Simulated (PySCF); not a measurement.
## Basis-set dependence of excited states

Si2H6.
SMILES: `[SiH3][SiH3]`

TDDFT with PBE0 (PySCF), vertical singlets, core orbitals frozen in the response, spherical d and f functions. Isolated species at its PBE0-D3(BJ)/def2-SVP geometry, gas phase.

```tsv
basis	functions	diffuse	S1 (eV)	S2 (eV)	S3 (eV)	S4 (eV)	S5 (eV)	LUMO (eV)	α (au)
6-31G*	48	no	7.77	7.77	8.27	8.76	8.96	0.69	49.9
6-31+G*	56	yes	7.40	7.69	7.77	7.77	8.56	0.11	54.1
def2-SVP	66	no	7.66	7.66	8.55	8.62	9.00	0.48	55.0
def2-SVPD	96	yes	7.47	7.48	7.56	7.83	8.14	0.33	62.4
aug-cc-pVDZ	108	yes	7.21	7.47	7.47	7.54	7.89	-0.12	63.6
def2-TZVP	110	no	7.40	7.40	7.94	8.07	8.33	0.28	59.7
def2-TZVPD	140	yes	7.32	7.32	7.37	7.61	7.92	0.13	63.1
aug-cc-pVTZ	238	yes	7.19	7.36	7.36	7.51	7.83	-0.16	63.5
```

Problem. Compare the sets with the largest diffuse one.

Solution. States are compared by their number. Against the largest diffuse basis here (aug-cc-pVTZ, itself not a converged limit), sets without diffuse functions differ by up to 0.58 eV in S1 and 1.17 eV in S5; the smaller diffuse sets differ by up to 0.28 and 0.72 eV. State by state, the largest deviation of a set without diffuse functions is S1 0.58, S2 0.41, S3 1.19, S4 1.25, S5 1.17 eV. The same number needn't mean the same state in each row. Against aug-cc-pVTZ the polarisability deviates by -21% in 6-31G*, -15% in 6-31+G*, -13% in def2-SVP, -2% in def2-SVPD, 0% in aug-cc-pVDZ, -6% in def2-TZVP, -1% in def2-TZVPD. A single + in a Pople set puts diffuse functions on heavy atoms only.
